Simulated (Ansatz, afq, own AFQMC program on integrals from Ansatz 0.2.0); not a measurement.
Two steps: Ansatz 0.2.0 writes the Fock matrix and Cholesky factors of the valence space, and afq projects on them the lowest state that overlaps trial and start.

```yaml
crystal:
  periodic: [false, false, false]
  atoms:
    - {symbol: W, position_ang: [0.000000, 0.000000, 0.000000]}
    - {symbol: B, position_ang: [0.000000, 0.000000, 1.756200]}
basis:
  gaussian: {orbitals: def2-SVP}
total_charge: 1
magnetization: {spin_polarized: false}
correlation: {method: ccsd_t, electrons: outside_noble_gas, hamiltonian_folder: ham}
```

```sh
$ ansatz run in.yaml --threads 1 --pin off --events-out ev --progress --plain --max-ram 1843MiB
```

afq runs on the folder ham with

```
--method phaseless --trial cisd --walkers 60 --populations 1 --least-time 40 --time-step 0.005 --steps-per-block 50 --equilibration-blocks 40 --max-blocks 300 --target-error 0.00034 --factor-cut 1e-05 --seed 3514 --release-times 0.24,0.6,1.2,2,3,4.2 --release-step 0.04 --release-every 4 --taylor-order 6
```

Times are imaginary, in 1/Eh. The walk had a cap of 818 s. Core potentials past Kr, no spin–orbit coupling.

```
orbitals 41  electrons 4 4  factors 343 of 463
reference energy -90.49727705 Eh
CCSD correlation -0.22623278 Eh in 17 cycles, weight of the determinant in the CISD state 0.7926
energy of the start -90.723510 Eh
 block  time / (1/Eh)  mean weight  energy / Eh
     1     0.250  0.9999  -90.720720
     2     0.500  0.9980  -90.722832
     3     0.750  1.0008  -90.725782
     4     1.000  0.9996  -90.729423
     5     1.250  0.9991  -90.724651
     8     2.000  0.9983  -90.728681
    17     4.250  1.0005  -90.761143
    41    10.250  1.0018  -90.769656
    65    16.250  0.9997  -90.732275
    89    22.250  1.0008  -90.737092
   113    28.250  0.9981  -90.724074
   137    34.250  1.0011  -90.725271
   161    40.250  1.0001  -90.730041
   185    46.250  0.9990  -90.751534
   209    52.250  1.0004  -90.746726
   233    58.250  0.9995  -90.731787
   241    60.250  0.9980  -90.777555
   257    64.250  1.0016  -90.737455
   281    70.250  1.0021  -90.732783
   305    76.250  1.0012  -90.741272
   313    78.250  0.9990  -90.716973
   329    82.250  0.9986  -90.761299
   337    84.250  1.0013  -90.755582
blocks merged  error / Eh  count
     1  0.000764  300
     2  0.000921  150
     4  0.001085  75
     8  0.001251  37
    16  0.001191  18
    32  0.000720  9
released: time / (1/Eh)  energy / Eh  error  mean overlap
  0.24  -90.744141  0.001201  1.0027
  0.60  -90.744965  0.001401  0.9993
  1.20  -90.744961  0.001837  1.0013
  2.00  -90.747199  0.002749  1.0051
  3.00  -90.747420  0.003144  1.0522
  4.20  -90.745682  0.003678  1.1305
energy -90.742730 +/- 0.001251 Eh
(rows thinned)
```

**Question.** Estimate how long the walk took on 1 thread of Arm Neoverse V1, on a shared host.

**Answer.** 4 min of wall time.

The run failed at least one of its tests; the cautions name the faults.

Against this walk (error 34.0 meV) on the same determinant: CCSD(T) 70.2 meV lower, CCSDT(Q) 245.0 meV lower. The error is statistical and leaves out the bias of the constraint. None of these is a sure reference here. Released to 1.20 1/Eh the energy moves by -61 ± 60 meV (both errors), within twice the noise.

Cautions: constraint bias not in the error; error above the target (34.0 against 9.3 meV); no spin-orbit coupling; outer-core shells of the metal frozen; another spin lies lower; restricted determinant unstable towards unrestricted (UHF 1.31 eV lower, ⟨S²⟩ 2.40); strong correlation (T1 0.042, weight of the determinant 0.79, largest double 0.17); (T) is large, 10 % of the CCSD correlation; (Q) is large, 102 meV, so the cluster series hasn't closed; CCSD(T) is in doubt: in a space of 8 electrons in 9 natural orbitals full CI lies 121 meV below it; CCSDT(Q) on the UHF determinant differs (269 meV lower), perhaps since the unrestricted series falls towards higher spin; the bias of populations of 60 walkers isn't removed.

CCSDT and higher add their correlation energy to the determinant of the CCSD(T) run, since their own runs factorise the integrals more tightly (a shift of under 2 meV). A walk keeps the symmetry of its determinant, which the program's search chose and which needn't be the lowest solution, so a lower state of the same spin and another symmetry isn't excluded.
